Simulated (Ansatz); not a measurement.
For Ge (I4₁/amd, No. 141; start mp-78; another form than the element's usual one), LDA (Ansatz, a program for electronic structure, plane waves, PAW) gives:

| Quantity | Value |
|---|---|
| lattice parameter a | 5.086 Å |
| c axis length | 2.771 Å |

Task: What does r²SCAN in Ansatz (plane waves, PAW) give for the same quantities?

Result: 
- lattice constant a: 5.147 Å (goes up by 1.2 %)
- lattice parameter c: 2.818 Å (rises by 1.7 %)

Changes are worked out from the printed values.

Unless a cell is named, each level is at its own relaxed cell (LDA 17.92, r²SCAN 18.67 Å³/atom).

Caveats: the relaxation could not lower the start's symmetry, so the cell can be a saddle point above a distorted one (LDA, r²SCAN). Ansatz's density-functional and Hartree–Fock values are scalar-relativistic unless marked +SOC, with PAW data made under PBE.

A start named mp-… is a Materials Project structure, which can be a computed phase never made.
